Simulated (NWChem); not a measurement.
C4H6; SMILES C(C)#CC

Program: NWChem. Medium grid unless said otherwise, to which SCAN and Minnesota functionals are sensitive. Geometry: optimised at PBE0/def2-SVP. B3LYP is NWChem's, with the RPA form of VWN correlation.

Among these, which level gives the highest value of “orbital gap (eV)”?
A. PBE/def2-SVP
B. r2SCAN/def2-SVP
C. BLYP/def2-SVP
D. CAM-B3LYP/def2-SVP

D, CAM-B3LYP/def2-SVP. Values: BLYP/def2-SVP 6.45; PBE/def2-SVP 6.50; r2SCAN/def2-SVP 7.05; CAM-B3LYP/def2-SVP 11.28
